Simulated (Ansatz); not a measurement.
C2H7N can be A, `CNC`, or B, `CCN`.

Program: Ansatz. Geometries: PBE0-D4/def2-TZVP. ΔE: electronic, gas phase. CCSD(T)/CBS adds triple-zeta CCSD(T) − MP2 to the extrapolated MP2 energy (def2 sets, frozen cores). Functionals use def2-TZVPP. B3LYP here is the variant with VWN-RPA as its local correlation; programs differ in this. Each species was taken in one conformer, which may not be the lowest.

Problem. Which is lower in electronic energy at CCSD(T)/CBS, and by how much? (Estimate.)

Solution. The calculation gave: B, by 34.9 kJ/mol.

Problem. Give E(B) − E(A) in kJ/mol with ωB97M-V, LDA (SPW92), MP2/def2-TZVPP, BLYP-D4, CCSD/def2-TZVPP, B3LYP-D4, B3LYP. (Best estimate.)

Solution. The calculation gave: ωB97M-V -33.4, LDA (SPW92) -31.3, MP2/def2-TZVPP -34.8, BLYP-D4 -29.6, CCSD/def2-TZVPP -33.6, B3LYP-D4 -30.6, B3LYP -30.8. None reverses the order clearly.

Problem. Does the order hold for the free energy at 298.15 K (harmonic terms from PBE0-D4)? (Estimate.)

Solution. Computed: Yes: G(B) − G(A) = -34.1 kJ/mol, for one conformer each.

Largest T1 diagnostic: 0.008.

In def2-TZVPP, CCSD(T) changes the Hartree–Fock value by −3.1 kJ/mol (the triples alone add −0.1 kJ/mol) and MP2 by −4.2 kJ/mol. Leaving LDA and LC-ωPBE aside and taking each functional with its dispersion term where it has one, the values, not all of them listed here, spread over 4.3 kJ/mol, from PBE-QIDH to BLYP-D4.
